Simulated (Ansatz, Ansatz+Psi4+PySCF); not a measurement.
```yaml
atoms:
  - { symbol: S, position_ang: [0.0000, 0.0000, 0.9601] }
  - { symbol: S, position_ang: [0.0000, 0.0000, -2.8803] }
```

Basis set: cc-pV(T+d)Z (spherical functions). Left uncorrelated: 10 orbitals. Correlation on ROHF uses semicanonical orbitals with singles. Charge 0, multiplicity 3.

Computed with Ansatz (development build ahead of 0.2.0); each method stands on the lowest determinant of its kind that the runs found.

(1) Give the atomization energy at this shape (free ground-state atoms in the same class of orbitals less the molecule, no zero-point energy) of triplet S2 by UHF-CCSD(T), UHF-CCSD, UHF-MP2, ROHF-MP2, ROHF, UHF.

Answers

(1)

```
     method  atomization energy
UHF-CCSD(T)        -35.4 kJ/mol
   UHF-CCSD        -42.2 kJ/mol
    UHF-MP2        -57.1 kJ/mol
   ROHF-MP2       -165.2 kJ/mol
       ROHF       -196.1 kJ/mol
        UHF        -44.5 kJ/mol
```

Caution: the determinant breaks the point group. Caution for UHF-CCSD(T), UHF-MP2, ROHF-MP2: another reference gives a lower total. Caution for UHF-CCSD(T), UHF-CCSD: the program doubts this total. Caution for UHF-CCSD(T), UHF-CCSD, UHF-MP2, UHF: the unrestricted determinant is a mixture of spin states. Caution for ROHF-MP2, ROHF: an unrestricted determinant lies well below; the molecule lies well above its atoms at this level. Caution for ROHF-MP2: bonds are stretched, where a single reference can fail.
